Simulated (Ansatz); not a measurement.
The same path of C3H4N (8 atoms, charge -1, multiplicity 1) was run twice with different band settings. The coordinate that changes most is the dihedral N2–C3–C4–H7.

Theory: Ansatz, RKS BLYP/def2-SVP.

Relaxed end points:

```xyz
8
Properties=species:S:1:pos:R:3
C -0.006 1.848 -0.863
N -0.027 0.541 -0.926
C -0.416 -0.453 -0.084
C 0.192 -0.888 1.084
H 0.582 2.196 -1.811
H -1.268 -1.062 -0.467
H -0.108 -1.838 1.556
H 1.051 -0.345 1.510
```

```xyz
8
Properties=species:S:1:pos:R:3
C -0.006 1.849 -0.862
N -0.028 0.542 -0.925
C -0.416 -0.453 -0.084
C 0.191 -0.887 1.085
H 0.581 2.197 -1.810
H -1.266 -1.064 -0.469
H 1.050 -0.344 1.511
H -0.107 -1.840 1.555
```

Common settings: spring 5.0 eV/Å²; optimiser quadratic models (default); start path IDPP; force threshold 0.05 eV/Å; iteration limit 60; end points relaxed.

| run | movable images | climbing image |
| --- | --- | --- |
| 1 | 7 | yes |
| 2 | 2 | no |

Task: What does each run give, and how far can it be trusted?

Result: Run 1: converged after 12 iterations, highest image 1.119 eV above the first end. A vibrational analysis at the climbing image gives one clearly imaginary mode, 687i cm⁻¹: a first-order saddle point.
Run 2: converged after 12 iterations, highest image 0.829 eV above the first end. The dihedral N2–C3–C4–H7 jumps by 101° between images 0 and 1, so the path isn't resolved there. No image climbed, so the highest image needn't sit at the top of the path. So few images can step over the top or miss a turn of the path.
Limits of this set-up: an anion without diffuse functions.
